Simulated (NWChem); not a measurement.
The numbers come from NWChem runs, not from measurements. System: AlCl3, charge 0, spin multiplicity 1, at a geometry optimised with PBE/def2-SVP. The structure started from a generated list of species. Level: EOM-CCSD/def2-SVP, 20 core orbitals frozen.

The NWChem input:

```
start mol
memory heap 100 mb stack 700 mb global 1900 mb
geometry units angstroms nocenter noautoz
  Al     0.000000     0.000000    -0.000003
  Cl     0.000000     0.000000     2.093685
  Cl     1.813196     0.000000    -1.046841
  Cl    -1.813196     0.000000    -1.046841
  symmetry group C2v
end
basis spherical
  * library def2-svp
end
scf
  rhf
  nopen 0
  maxiter 100
  thresh 1e-7
  semidirect memsize 60000000 filesize 0
end
tce
  freeze core 20
  ccsd
  nroots 1
  2eorb
  2emet 13
  thresh 1e-5
  maxiter 200
  tilesize 24
  dipole
end
task tce energy
```

Part of the output:

```
             Northwest Computational Chemistry Package (NWChem) 7.3.0
             --------------------------------------------------------

                                NWChem Input Module
                                -------------------

 Scaling coordinates for geometry "geometry" by  1.889725989
 (inverse scale =  0.529177249)

 Turning off AUTOSYM since
 SYMMETRY directive was detected!

                             Geometry "geometry" -> ""
                             -------------------------

 Output coordinates in angstroms (scale by  1.889725989 to convert to a.u.)

  No.       Tag          Charge          X              Y              Z
 ---- ---------------- ---------- -------------- -------------- --------------
    1 Al                  13.0000     0.00000000     0.00000000    -0.00000300
    2 Cl                  17.0000     0.00000000     0.00000000     2.09368500
    3 Cl                  17.0000     1.81319600     0.00000000    -1.04684100
    4 Cl                  17.0000    -1.81319600     0.00000000    -1.04684100

 Effective nuclear repulsion energy (a.u.)     294.0886890180

            Nuclear Dipole moment (a.u.)
            ----------------------------
        X                 Y               Z
 ---------------- ---------------- ----------------
     0.0000000000     0.0000000000     0.0000226767

      Symmetry information
      --------------------

 Group name             C2v
 Group number             16
 Group order               4
 No. of unique centers     3

      Symmetry unique atoms

     1    2    3


 Summary of "ao basis" -> "" (spherical)
 ------------------------------------------------------------------------------
       Tag                 Description            Shells   Functions and Types
 ---------------- ------------------------------  ------  ---------------------
 *                          def2-svp                  on all atoms

 Summary of "ao basis" -> "ao basis" (spherical)
 ------------------------------------------------------------------------------
       Tag                 Description            Shells   Functions and Types
 ---------------- ------------------------------  ------  ---------------------
 Al                         def2-svp                 8       18   4s3p1d
 Cl                         def2-svp                 8       18   4s3p1d

                                 NWChem SCF Module
                                 -----------------

  ao basis        = "ao basis"
  functions       =    72
  atoms           =     4
  closed shells   =    32
  open shells     =     0
  charge          =   0.00
  wavefunction    = RHF
  use symmetry    = T
  symmetry adapt  = T

 Summary of "ao basis" -> "ao basis" (spherical)
 ------------------------------------------------------------------------------
       Tag                 Description            Shells   Functions and Types
 ---------------- ------------------------------  ------  ---------------------
 Al                         def2-svp                 8       18   4s3p1d
 Cl                         def2-svp                 8       18   4s3p1d

      Symmetry analysis of basis
      --------------------------

        a1         31
        a2          7
        b1         21
        b2         13

 Forming initial guess at       0.1s

      Superposition of Atomic Density Guess
      -------------------------------------

 Sum of atomic energies:       -1619.76197481

      Non-variational initial energy
      ------------------------------
[...]
      Residuum       Omega / hartree  Omega / eV    Cpu    Wall
 --------------------------------------------------------------

 Iteration   1 using    1 trial vectors
   0.5199330783757   0.4010692743701   10.91365     0.3     0.3

 Iteration   2 using    2 trial vectors
   0.1038598901675   0.2955483377658    8.04228     0.2     0.2

 Iteration   3 using    3 trial vectors
   0.0551993599494   0.2891645389945    7.86857     0.3     0.3

 Iteration   4 using    4 trial vectors
   0.0312335352754   0.2859772142064    7.78184     0.4     0.4

 Iteration   5 using    5 trial vectors
   0.0164569177766   0.2844068893849    7.73911     0.2     0.2

 Iteration   6 using    6 trial vectors
   0.0071835477927   0.2841547977959    7.73225     0.2     0.2

 Iteration   7 using    7 trial vectors
   0.0054692000733   0.2841150954743    7.73117     0.2     0.2

 Iteration   8 using    8 trial vectors
   0.0061229444398   0.2840608796732    7.72969     0.3     0.3

 Iteration   9 using    9 trial vectors
   0.0049183129066   0.2840330046125    7.72893     0.4     0.4

 Iteration  10 using   10 trial vectors
   0.0038470172260   0.2840107599390    7.72833     0.2     0.2

 Iteration  11 using   11 trial vectors
   0.0031542411037   0.2839840963995    7.72760     0.2     0.2

 Iteration  12 using   12 trial vectors
   0.0023233152042   0.2839566374583    7.72686     0.2     0.2

 Iteration  13 using   13 trial vectors
   0.0016128475257   0.2839438595088    7.72651     0.4     0.4

 Iteration  14 using   14 trial vectors
   0.0010492368411   0.2839377674243    7.72634     0.4     0.4

 Iteration  15 using   15 trial vectors
   0.0005534655517   0.2839478852956    7.72662     0.3     0.3

 Iteration  16 using   16 trial vectors
   0.0002079624185   0.2839485061798    7.72664     0.3     0.3

 Iteration  17 using   17 trial vectors
   0.0000741278145   0.2839479626582    7.72662     0.3     0.3

 Iteration  18 using   18 trial vectors
   0.0000271032778   0.2839480907971    7.72662     0.4     0.4

 Iteration  19 using   19 trial vectors
   0.0000136782857   0.2839480081305    7.72662     0.3     0.3

 Iteration  20 using   20 trial vectors
   0.0000085190058   0.2839480262045    7.72662     0.3     0.3
 --------------------------------------------------------------
 Iterations converged
 ------------------

 Excited state root  1
 Excitation energy / hartree =        0.283948026204516
                   / eV      =        7.726622212864269
 largest EOMCCSD amplitudes: R1 and R2

 Singles contributions
    34a1  (alpha) ---    31b2  (alpha)       -0.8878665741
    35a1  (alpha) ---    27b2  (alpha)       -0.1038546166
    35a1  (alpha) ---    31b2  (alpha)       -0.1030921644
    37a1  (alpha) ---    31b2  (alpha)       -0.1859528705
    36b1  (alpha) ---    30a2  (alpha)        0.1031005856
    33b2  (alpha) ---    29a1  (alpha)        0.1173516902

 Doubles contributions

 No. of initial left vectors    1

 EOM-CCSD left-hand side iterations
 --------------------------------------------------------------
      Residuum       Omega / hartree  Omega / eV    Cpu    Wall
 --------------------------------------------------------------

 Iteration   1 using    1 trial vectors
   0.5674234071273   0.4010692743701   10.91365     0.7     0.7

 Iteration   2 using    2 trial vectors
   0.1079212989592   0.2963475493492    8.06403     0.7     0.7

 Iteration   3 using    3 trial vectors
   0.0564288135208   0.2897891958847    7.88557     0.7     0.7

 Iteration   4 using    4 trial vectors
   0.0313942039299   0.2858330106654    7.77792     0.7     0.7

 Iteration   5 using    5 trial vectors
   0.0166697483612   0.2843448592043    7.73742     0.7     0.7

 Iteration   6 using    6 trial vectors
   0.0074471861215   0.2841697673052    7.73266     0.7     0.7

 Iteration   7 using    7 trial vectors
   0.0057804447437   0.2841349636244    7.73171     0.7     0.7

 Iteration   8 using    8 trial vectors
   0.0063848205776   0.2840306396247    7.72887     0.7     0.7

 Iteration   9 using    9 trial vectors
   0.0051620046833   0.2840104841309    7.72832     0.7     0.7

 Iteration  10 using   10 trial vectors
   0.0040483657634   0.2840164957748    7.72849     0.7     0.7

 Iteration  11 using   11 trial vectors
   0.0033087909248   0.2839801575030    7.72750     0.7     0.7

 Iteration  12 using   12 trial vectors
   0.0023953316266   0.2839566177194    7.72686     0.7     0.7

 Iteration  13 using   13 trial vectors
   0.0016733385570   0.2839476212562    7.72661     0.7     0.7

 Iteration  14 using   14 trial vectors
   0.0010791439042   0.2839392185896    7.72638     0.8     0.8

 Iteration  15 using   15 trial vectors
   0.0005695815562   0.2839480482172    7.72662     0.5     0.5

 Iteration  16 using   16 trial vectors
   0.0002122270820   0.2839478394156    7.72662     0.5     0.5

 Iteration  17 using   17 trial vectors
   0.0000751547439   0.2839478703352    7.72662     0.5     0.5

 Iteration  18 using   18 trial vectors
   0.0000275247341   0.2839480936455    7.72662     0.6     0.6

 Iteration  19 using   19 trial vectors
   0.0000139728767   0.2839479726811    7.72662     0.8     0.8

 Iteration  20 using   20 trial vectors
   0.0000086865392   0.2839479962639    7.72662     0.5     0.5
 --------------------------------------------------------------
 Iterations converged

 Excited state root  1
 Excitation energy / hartree =        0.283948026204516
                   / eV      =        7.726622212864269

 EOM-CCSD transition moments / hartree
 --------------------------------------------
 X    0.0000000 Y    0.0000115 Z    0.0000000
 Oscillator Strength                0.0000000
 --------------------------------------------

 EOM-CCSD dipole moments / hartree & Debye
 ------------------------------------
   X        -0.0000000     -0.0000000
   Y        -0.0000000     -0.0000000
   Z        -1.2021845     -3.0556712
 Total       1.2021845      3.0556712
 ------------------------------------

 Singles contributions
    34a1  (alpha) ---    31b2  (alpha)       -0.8878665741
    35a1  (alpha) ---    27b2  (alpha)       -0.1038546166
    35a1  (alpha) ---    31b2  (alpha)       -0.1030921644
    37a1  (alpha) ---    31b2  (alpha)       -0.1859528705
    36b1  (alpha) ---    30a2  (alpha)        0.1031005856
    33b2  (alpha) ---    29a1  (alpha)        0.1173516902

 Doubles contributions

 Task  times  cpu:       78.4s     wall:       78.4s

 Total times  cpu:       78.4s     wall:       78.4s
```
